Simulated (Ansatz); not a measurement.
```yaml
crystal:
  periodic: [false, false, false]
  atoms:
    - {symbol: Al, position_ang: [-1.047140, -0.286934, -0.003662]}
    - {symbol: B, position_ang: [1.921424, 0.451674, 0.006116]}
    - {symbol: N, position_ang: [0.692548, 0.146027, 0.002069]}
    - {symbol: H, position_ang: [-2.201899, 0.807113, 0.003661]}
basis:
  gaussian: {orbitals: def2-TZVP}
magnetization: {spin_polarized: true, initial_magnetization: 2}
hamiltonian: {xc: pbe0}
relax: {f_tol: 0.004, max_steps: 80}
```

```sh
$ ansatz run in.yaml --threads 1 --pin off --events-out ev --progress --plain --max-ram 2176MiB
```

Steps of the relaxation (energy above the last step; positions in Å, forces in eV/Å):

```
4
step 1, 33.1 meV
Al   -1.047   -0.287   -0.004    0.401   -0.357   -0.002
B     1.921    0.452    0.006   -0.733   -0.274   -0.003
N     0.693    0.146    0.002    0.306    0.401    0.004
H    -2.202    0.807    0.004    0.026    0.230    0.002
```

```
4
step 2, 8.9 meV
Al   -1.049   -0.343   -0.004    0.158    0.012    0.000
B     1.882    0.474    0.006   -0.092   -0.102   -0.001
N     0.667    0.150    0.002   -0.082    0.107    0.001
H    -2.135    0.838    0.004    0.016   -0.017    0.000
```

```
4
step 3, 7.5 meV
Al   -1.047   -0.345   -0.004    0.085    0.005    0.000
B     1.879    0.471    0.006    0.020   -0.067   -0.001
N     0.663    0.154    0.002   -0.106    0.082    0.001
H    -2.131    0.838    0.004    0.001   -0.020    0.000
```

```
4
step 6, 0.1 meV
Al   -1.031   -0.326   -0.004   -0.002    0.008    0.000
B     1.903    0.406    0.006   -0.003   -0.006    0.000
N     0.658    0.231    0.003    0.003    0.006    0.000
H    -2.165    0.807    0.004    0.002   -0.008    0.000
```

```
4
step 7, 0.0 meV
Al   -1.030   -0.324   -0.004    0.000    0.000    0.000
B     1.905    0.400    0.006    0.000    0.000    0.000
N     0.658    0.237    0.003    0.001    0.001    0.000
H    -2.169    0.804    0.004   -0.001    0.000    0.000
```

Close pairs at the end: B2–N3 1.258 Å, Al1–H4 1.603 Å, Al1–N3 1.778 Å.

A stationary point of unrestricted PBE0 after 7 steps, with ⟨S²⟩ = 2.020 against 2.00 for a pure state; no frequencies were run, so it isn't proven a minimum. 27 s on 1 thread of Arm Neoverse V1, shared host.
